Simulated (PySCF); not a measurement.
Bond curve of CF⁺

Set-up: basis C STO-3G, F STO-3G; no relativity; PySCF 2.14. Energies in eV from C⁺ + F in their ground configurations at the same level. State: ¹Σ⁺ (singlet), closed shell.

Curves on a restricted Hartree–Fock reference rise too fast on stretching and do not dissociate correctly.

| R (Å) | CAM-B3LYP | RHF-SCS-MP2 |
| --- | --- | --- |
| 1.076 | -6.943 | -5.521 |
| 1.126 | -7.831 | -6.367 |
| 1.176 | -8.326 | -6.815 |
| 1.214 | -8.500 | -6.953 |
| 1.251 | -8.544 | -6.958 |
| 1.288 | -8.484 | -6.859 |
| 1.339 | -8.279 | -6.595 |
| 1.401 | -7.874 | -6.106 |
| 1.476 | -7.238 | -5.345 |
| 1.576 | -6.238 | -4.144 |

Problem. Put a parabola through the three lowest points of the CAM-B3LYP curve and estimate Re, k and ωe (reduced mass 7.355 u; 1 eV/Å² = 0.16022 mdyn/Å; ωe = 1302.8·√(k/μ) cm⁻¹).

Solution. Through R = 1.214, 1.251, 1.288 Å the second-order coefficient is 38.0 eV/Å², so Re ≈ 1.248 Å, k ≈ 12.2 mdyn/Å and ωe ≈ 1676 cm⁻¹. A polynomial fit of higher order to the unrounded CAM-B3LYP energies gives Re = 1.247 Å, k = 12.1 mdyn/Å, ωe = 1668 cm⁻¹; anharmonicity and rounding make the difference.

The higher-order fit for each curve: CAM-B3LYP: Re = 1.247 Å, ωe = 1668 cm⁻¹, De = 8.54 eV; RHF-SCS-MP2: Re = 1.234 Å, ωe = 1749 cm⁻¹, De = 6.97 eV.

Correlated steps freeze 2 core orbitals. For an ion De counts to the pair picked by the measured ionisation energies or electron affinities, which need not be the lowest pair at this level. Where the molecule has an RHF reference, its open-shell atoms are computed with UHF. STO-3G is very small, so such numbers show the basis as much as the molecule.
